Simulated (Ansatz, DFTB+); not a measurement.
## Lattice parameter a of hcp Co: levels of theory against measurement

Reference value: 2.507 Å (measured, 293 K, no zero-point or thermal correction; as tabulated in Wikipedia's data pages).

| level (code) | value (Å) | difference (%) |
|---|---|---|
| GFN1-xTB as cut by DFTB+ | 2.445 | -2.47 |
| LDA (Ansatz) | 2.429 | -3.11 |
| PBE (Ansatz) | 2.494 | -0.52 |
| rVV10 (Ansatz) | 2.506 | -0.04 |
| r²SCAN-D4 (Ansatz) | 2.465 | -1.68 |

Leaving aside GFN1-xTB as cut by DFTB+ (doubt noted below): The reference is not for a static lattice or low temperature, so close values are not ranked against it. Off by more than 1.25 %, or 1.75 % on the side where a correction would as a rule narrow the miss (bounds picked here): LDA (-3.11 %).

The measured value isn't corrected to a static lattice, so vibrations enter the comparison. Spin-polarised runs: LDA (parallel moments), PBE (parallel moments), rVV10 (parallel moments), r²SCAN-D4 (parallel moments). GFN1-xTB as cut by DFTB+: the method was fitted mainly to molecules. GFN1-xTB as cut by DFTB+: this magnet was run without spin. GFN1-xTB as cut by DFTB+: codes differ in how they cut the long-range tail of xTB's charge interaction in a crystal, so the value belongs to this code. Cutoffs differ between the levels. Ansatz's density-functional and Hartree–Fock values are scalar-relativistic unless marked +SOC, with PAW data made under PBE.

Differences are worked out from the printed values.

Ansatz is an electronic-structure program.
